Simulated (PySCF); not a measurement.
Compound: phosphorus trifluoride, PF3.
Geometry (PBE0-D3(BJ)/def2-SVP, Å), atoms numbered from 1 in this order:
```xyz
4
PF3 angstrom
F     -0.827   -1.065   -0.378
P      0.018   -0.107    0.579
F      1.379   -0.138   -0.253
F     -0.532    1.282    0.017
```

Computed, not measured: EOM-IP-CCSD/aug-cc-pVDZ in PySCF, restricted Hartree–Fock reference, frozen core, non-relativistic, gas phase, PBE0-D3(BJ)/def2-SVP geometry.

The vertical ionisation energies are 12.32, 15.58, 15.94 (×2), 17.06 (×2), 18.29 eV (×n: degenerate).

**Question.** Which Hartree–Fock orbital leads each hole, and what is its Koopmans value −ε?

**Answer.** 
```json
{"leading hole (HF orbital)": "HOMO", "Koopmans (eV)": "12.96", "EOM-IP-CCSD (eV)": "12.32", "change (eV)": "-0.64", "one-hole share": "0.96"}
{"leading hole (HF orbital)": "HOMO-1", "Koopmans (eV)": "18.13", "EOM-IP-CCSD (eV)": "15.58", "change (eV)": "-2.55", "one-hole share": "0.94"}
{"leading hole (HF orbital)": "HOMO-2/HOMO-3", "Koopmans (eV)": "18.42", "EOM-IP-CCSD (eV)": "15.94", "change (eV)": "-2.48", "one-hole share": "0.94"}
{"leading hole (HF orbital)": "HOMO-4/HOMO-5", "Koopmans (eV)": "19.57", "EOM-IP-CCSD (eV)": "17.06", "change (eV)": "-2.51", "one-hole share": "0.94"}
{"leading hole (HF orbital)": "HOMO-6", "Koopmans (eV)": "20.74", "EOM-IP-CCSD (eV)": "18.29", "change (eV)": "-2.45", "one-hole share": "0.93"}
```

**Question.** Does the order of the lines follow the orbital energies?

**Answer.** Yes, no two lines change places. The corrections run from -2.55 to -0.64 eV, with a mean of -2.13 eV over the 5 lines; no line lies above its Koopmans value.

**Question.** At what kinetic energies would He I light (21.22 eV) eject these electrons?

**Answer.** 8.90 eV (HOMO), 5.64 eV (HOMO-1), 5.28 eV (HOMO-2/HOMO-3), 4.16 eV (HOMO-4/HOMO-5), 2.93 eV (HOMO-6).

One root was sought for each valence orbital with −ε under 21 eV, eight at most, so deeper holes and satellites are missing; no vibrational structure.
